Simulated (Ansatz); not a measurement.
We consider cubic perovskite CsSnBr3, described by RPBE in Ansatz (plane waves, PAW).

Output (set-up and result lines):

```
Crystal: 5 atoms, lattice volume = 210.182 Å³
Basis set: ecut = 520 eV, 5695 PW (Γ), exchange–correlation on 90×90×90 points (8 copies of the dense FFT grid, shifted against one another)
Bands: 27, of which v1, the nominal top of the filled ones, is band 22 counted from 1 (21 counted from 0)
Symmetry: 48 space group operations
Space group: Pm-3m (ITA 221), of the structure as read, at distance tolerance 5.9e-5 Å
k-points: 20 of 216
Functional: x = rpbe, c = pbe(β = 0.06672455060314922)
SCF iter   1: F=—  HF=-20087.932937 eV  |F-HF|=—  |Δ(HF+E_count)|=         —  Δρ=2.15e-3  dr2=1.64e-2
SCF iter   2: F=—  HF=-20087.930721 eV  |F-HF|=—  |Δ(HF+E_count)|=   2.22e-3  Δρ=1.09e-3  dr2=3.63e-3
  ...
SCF iter   7: F=—  HF=-20087.930692 eV  |F-HF|=—  |Δ(HF+E_count)|=   2.27e-7  Δρ=8.01e-7  dr2=3.16e-9
SCF iter   8: F=-20087.930692 eV  HF=-20087.930692 eV  |F-HF|=4.37e-11  |Δ(HF+E_count)|=   3.87e-9  Δρ=2.18e-7  dr2=1.96e-10
SCF 1 converged in 8 iterations: F = -20087.930692 eV  dr2 = 1.96e-10
SCF converged after 8 iterations
Free energy (F): -20087.930692 eV
Internal energy: -20087.930692 eV  (E = F + TS)
E sigma→0 (E₀):  -20087.930692 eV
Fermi energy:    4.309610 eV
--- Stress (GPa, compression-positive) ---
        0.725174       0.000000       0.000000
        0.000000       0.725174       0.000000
        0.000000       0.000000       0.725174
  P = ⅓ Tr σ = 0.7252 GPa (7.252 kbar)
```

Q: Write an input file that could have produced this run (the log leaves some choices open).

A: One answer among several that fit: 
Ansatz 0.2 input:
```yaml
crystal:
  lattice:
    - [5.945640714, 0.0, 0.0]
    - [0.0, 5.945640714, 0.0]
    - [0.0, 0.0, 5.945640714]
  atoms:
    - { symbol: Cs, position: [0.0, 0.0, 0.0] }
    - { symbol: Sn, position: [0.5, 0.5, 0.5] }
    - { symbol: Br, position: [0.5, 0.0, 0.5] }
    - { symbol: Br, position: [0.0, 0.5, 0.5] }
    - { symbol: Br, position: [0.5, 0.5, 0.0] }
basis:
  ecutwfc: 520
  ecutrho_ratio: 4
  xc_grid: 2
kpoints:
  mp_grid: { grid: [6, 6, 6] }
hamiltonian:
  xc: rpbe
  dispersion: none
  pseudopotentials: { kind: paw }
scf:
  occupations: { method: fermi_dirac, width: 0.01 }
  convergence: { dr2_threshold: 0.0000000005 }
output:
  forces: true
  stress: true
  eigenvalues: true
```

The cell is one volume of an energy–volume scan, off the minimum.

The PAW data were made under PBE.

The result took about 7 core-seconds (a rough figure).

Ansatz is a quantum-chemistry and plane-wave program.
